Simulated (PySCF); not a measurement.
hydrogen peroxide (H2O2), SMILES OO. Atoms are numbered in the order given.

```xyz
4

O      0.1403    -0.7170     0.0000
O     -0.1403     0.7170     0.0000
H     -0.7681    -1.0474     0.0000
H      0.7681     1.0474     0.0000
```

The structure is a stationary point at B3LYP-D3(BJ)/def2-TZVP. The geometry has at least one imaginary mode, so it is a saddle point at that level.

These are PySCF with CAM-B3LYP/def2-TZVPD values and carry that method's errors.

The molecule is in vacuum.

Computed frontier levels, gap, dipole moment and polarisability:
```json
{
 "highest_occupied_level": "-9.25 eV",
 "lowest_empty_level": "0.63 eV",
 "orbital_gap": "9.88 eV",
 "dipole_moment": "0.00 D",
 "quadrupole, principal values (traceless, Buckingham form, about the centre of nuclear charge)": "-4.25, -3.26, 7.51 D·Å",
 "mean_static_polarisability": "15.3 bohr³ (2.27 Å³)",
 "polarisability_principal_values": "12.3, 13.9, 19.8 bohr³"
}
```
